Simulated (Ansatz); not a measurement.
## Worked example: correlation energy of C₂H₆O, singlet

Geometry: MP2(full)/6-31G*, from the G2/97 set.

```xyz
9

C     0.0000    1.1657   -0.2516
O     0.0000    0.0000    0.5485
C     0.0000   -1.1657   -0.2516
H     0.0000    2.0178    0.4286
H     0.8918    1.2143   -0.8921
H    -0.8918    1.2143   -0.8921
H     0.0000   -2.0178    0.4286
H    -0.8918   -1.2143   -0.8921
H     0.8918   -1.2143   -0.8921
```

Basis 6-31G; Ansatz 0.2.0. Correlated methods freeze the noble-gas cores, which leaves 20 electrons in 36 orbitals. R marks a restricted (for open shells ROHF) determinant.

Full CI isn't at hand for all of this; RCCSDT(Q) serves as the reference, and is uncertain by about the last step of the cluster series.

Runs differ by some tens of microhartree through their thresholds, so steps under 0.03 kcal/mol mean nothing.

```json
{"level": "RHF", "total energy (hartree)": "-153.992638"}
{"level": "RMP2", "total energy (hartree)": "-154.297794"}
{"level": "RCCSD", "total energy (hartree)": "-154.330088"}
{"level": "RCCSD(T)", "total energy (hartree)": "-154.336621"}
{"level": "RCCSDT", "total energy (hartree)": "-154.337152"}
{"level": "RCCSDT(Q)", "total energy (hartree)": "-154.337892"}
```

Q: What is the correlation energy at RCCSDT(Q), and what share of it do RMP2 and RCCSDT recover?

A: E(corr) = -154.337892 − (-153.992638) = -0.345254 hartree = -9.395 eV. RMP2: -0.305156 / -0.345254 = 88.39 %. RCCSDT: -0.344514 / -0.345254 = 99.79 %.

Q: By how many kcal/mol does RCCSD(T) miss RCCSDT(Q) (1 hartree = 627.509 kcal/mol), and which steps make up the rest?

A: -154.336621 − (-154.337892) = 0.001271 hartree = 0.80 kcal/mol. Steps: RCCSDT − RCCSD(T) = -0.33, RCCSDT(Q) − RCCSDT = -0.46 kcal/mol. That is within 1 kcal/mol of the reference in this basis, which itself misses far more of the correlation at the basis-set limit.
